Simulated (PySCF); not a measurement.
Vinyl ether, C4H6O.
SMILES with atom numbers: `[CH2:1]=[CH:2][O:3][CH:4]=[CH2:5]` (hydrogens: H6, H7 on C1; H8 on C2; H9 on C4; H10, H11 on C5)

Structure used (PBE0-D3(BJ)/def2-TZVP), in Å, numbered top down from 1:
```
atom  x, y, z in Å
C1    -2.3428   -0.1264    0.2366
C2    -1.0582   -0.4200    0.3521
O3    -0.0920    0.3468   -0.2105
C4     1.1987   -0.0364   -0.0520
C5     2.2027    0.6415   -0.5832
H6    -3.0766   -0.7668    0.7038
H7    -2.6786    0.7417   -0.3155
H8    -0.6984   -1.2868    0.9015
H9     1.3438   -0.9355    0.5424
H10    3.2151    0.2989   -0.4267
H11    2.0354    1.5342   -1.1717
```

Linear response at PBE0/aug-cc-pVTZ (PySCF, frozen core in the response, non-relativistic). Isolated species at its PBE0-D3(BJ)/def2-TZVP geometry (one conformer only).

Static isotropic polarisability: 61.45 au (9.11 Å³), principal values 41.2, 50.7, 92.5 au.

(1) What is the polarisability at 1064 nm and at the sodium D line?

(2) What is the isotropic C6 coefficient between two such molecules, C6 = (3/π)∫α(iω)² dω?

(3) Which effective excitation energy ω̄ makes London's formula C6 = (3/4)α²ω̄ exact here?

(4) What three-body coefficient follows from the one-pole estimate C9 = (3/4)·α·C6?

(5) The lowest 10 singlets have (eV, f): 5.54, 0.044; 5.94, 0.536; 5.95, 0.016; 5.96, 0.000; 6.06, 0.028; 6.63, 0.000; 6.66, 0.000; 6.79, 0.001; 7.19, 0.021; 7.26, 0.000. What share of the static polarisability do they carry in the sum over states α = Σ f/ω²?

(6) What does −C6/R⁶ come to at R = 10 Å between centres?

(7) How many electrons N does the Slater–Kirkwood formula C6 = (3/4)·√N·α^(3/2) need to give this C6?

(8) What molar refraction at the D line follows from R = (4π/3)·N_A·α′, with α′ the polarisability volume?

(9) What n − 1 at the D line would an ideal gas of it have at 273.15 K and 1 atm (2.6868 × 10¹⁹ cm⁻³), by n − 1 = 2π·N·α′?

Answers

(1) 62.36 au at 1064 nm (+1.5 %), 64.63 au at 589.3 nm (+5.2 %). The rise at 589.3 nm is 3.50 times that at 1064 nm; a pure ω² law gives 3.26. The lowest singlet lies at 224 nm, shorter than both wavelengths.

(2) 1340 au (Eh·bohr⁶) by a ten-point quadrature over imaginary frequencies, which is 801 eV·Å⁶ or 77.3 J·nm⁶/mol.

(3) ω̄ = 4·C6/(3α²) = 0.473 Eh = 12.9 eV. A one-pole form α(ω) = α/(1 − ω²/ω̄²) fitted to the 1064 nm value gives 9.7 eV.

(4) 61800 au. This is an estimate from the two numbers above, not a computed integral.

(5) 13.53 au, 22.0 % of α; the largest term, 11.27 au, is that of the state at 5.94 eV. Their oscillator strengths add up to 0.65. Higher states carry the rest.

(6) -77 J/mol. This is the leading, orientation-averaged term; C8 and higher terms are left out.

(7) N = (4·C6/3)²/α³ = 13.8; the species has 38 electrons in all.

(8) α′ = 9.58 Å³ gives R = 24.16 cm³/mol, for isolated, non-vibrating species.

(9) 16.17 × 10⁻⁴, a formal value whether or not that pressure can be reached.

The run took 39 s wall, 86 s CPU on 2 threads, Intel Xeon Platinum 8259CL at 2.50 GHz (x86_64), no GPU, on a shared host, and the process peaked at 1.5 GiB of memory. This is the whole response run at PBE0/aug-cc-pVTZ, SCF included.
